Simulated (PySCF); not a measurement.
Gas-phase reaction: 4 CH2F = 2 F2 + C4H8 (isobutene)

Method: PySCF energies plus ideal-gas RRHO corrections (1 bar). † marks an energy on the PBE0/def2-TZVP geometry and frequencies; other levels use their own. CCSD(T) freezes the core. 6-31G* has spherical d functions here. Open shells (unrestricted): CH2F (multiplicity 2); the rest are closed-shell singlets. B3LYP is the form with VWN-RPA correlation. CH2F: computed as isolated molecules; such fragments, hydroxides, amides, oligomers or adducts are transient or little studied in the gas. CCSD(T) isn't extrapolated to the basis-set limit. The harmonic model lacks anharmonicity and excited electronic states, which grow with temperature; levels with a mode under 35 cm⁻¹ are left out. Internal rotation in C4H8 (isobutene) is treated as a harmonic vibration of one conformer, which makes the entropy rough.

| level | ΔE electronic, kJ | ΔH°(298 K), kJ | ΔS°(298 K), J/K | ΔG°(1800 K), kJ |
|---|---|---|---|---|
| B3LYP/6-31G* | 89 | 117 | -248 | 557 |
| B3LYP/def2-TZVP† | 142 | 171 | -251 | 618 |
| CCSD(T)/def2-SVP† | 79 | 108 | -251 | 555 |
| HF/def2-TZVP† | 434 | 463 | -251 | 911 |
| PBE/def2-SVP | 69 | 96 | -250 | 538 |
| PBE0/def2-SVP† | 126 | 155 | -251 | 602 |
| PBE0/def2-TZVP | 132 | 161 | -251 | 609 |
| r2SCAN/def2-TZVP† | 153 | 181 | -251 | 629 |
| LDA/def2-TZVP† | 13 | 41 | -251 | 489 |
ΔH° is lowest at LDA/def2-TZVP† and highest at HF/def2-TZVP†. No reference value is set beside these.
